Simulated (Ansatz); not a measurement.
## GaAs⁺, quartet: the ladder up to full CI

Geometry: a point of a stretch scan, not a stationary point.

```xyz
2

Ga    0.0000    0.0000    0.0000
As    0.0000    0.0000    4.3380
```

Basis cc-pVDZ; Ansatz 0.2.0. Only valence electrons are correlated (noble-gas cores and the filled d shells of p-block atoms frozen), which leaves 7 electrons in 26 orbitals. Prefix R: restricted or restricted open-shell reference; prefix U: unrestricted. Active spaces: pair = (5e, 5o) about the gap; valence = (7e, 8o) chosen from the atoms' valence shells. No spin–orbit coupling is included, and no scalar relativity.

Full CI is exact within this basis and frozen core; it isn't the basis-set limit. The frozen core follows each run's orbitals, which can shift R against U totals by a few meV for light atoms and by up to 0.1 eV past Ca.

For open shells CISD is restricted-active-space CI with the open shells as a complete middle space.

The UHF ⟨S²⟩ is 3.751. The T1 diagnostic (RCCSD) is 0.0056. The largest doubles amplitude (RCCSD) is 0.076.

| level | E − E(RHF) (eV) |
| --- | --- |
| RMP2 | -2.1643 |
| RCCSD | -2.9029 |
| RCCSD(T) | -2.9266 |

Problem. Estimate how far full CI in cc-pVDZ lies from RCCSD(T). The table doesn't fix it; the size of (T) and the diagnostics are the guide.

Solution. Full CI in cc-pVDZ lies 0.20 kcal/mol below RCCSD(T), which is 36 % of the (T) step (-0.55 kcal/mol). The diagnostics give no warning, yet the rest is a sizeable part of (T).

The other levels:

| level | E − E(full CI) (kcal/mol) | share of correlation (%) | wall time |
| --- | --- | --- | --- |
| CISD | 3.95 | 94.16 | 2.1 s |
| BCCD(T) | 0.20 | 99.71 | 4.9 s |
| RCCSDT | 0.05 | 99.92 | – |
| RCCSDT(Q) | 0.01 | 99.98 | 9.5 s |
| CASSCF (pair space) | 59.27 | 12.43 | – |
| NEVPT2 (pair space) | 16.85 | 75.11 | 3.9 s |
| MRCISD (pair space) | 3.18 | 95.30 | – |
| MRCISD+Q (pair space) | -1.01 | 101.49 | 4.1 s |
| CASSCF (valence space) | 45.67 | 32.53 | – |
| NEVPT2 (valence space) | 10.05 | 85.16 | 4.7 s |
| MRCISD (valence space) | 1.27 | 98.13 | – |
| MRCISD+Q (valence space) | -0.96 | 101.41 | 6 s |

The correlation energy at full CI, counted from RHF, is -2.935 eV. That run took 3.2 min on 1 thread of Arm Neoverse V1, shared host over 5,352,180 determinants.

Run but not shown, since their state, orbitals or frozen core can't be matched to the reference's or they repeat it: UHF, UMP2, UCCSD, UCCSD(T), UCCSDT, UCCSDT(Q).

Times hold each run's SCF and search for its determinant on a shared host, so for small cases they say little of a method's own cost; they ran on 1 thread of Arm Neoverse V1. Some runs computed forces too.

Not variational, and here over 5 meV under the exact energy: MRCISD+Q (pair space), MRCISD+Q (valence space).

The full-CI state has the irrep A2 of C2v, in the program's axes (one component, if the state is degenerate).

Natural occupations of full CI about the gap: 1.952 1.904 0.993 0.993 0.993 0.032 0.032 0.031 0.010 0.010; effectively unpaired electrons, Σ n²(2−n)², 3.06.
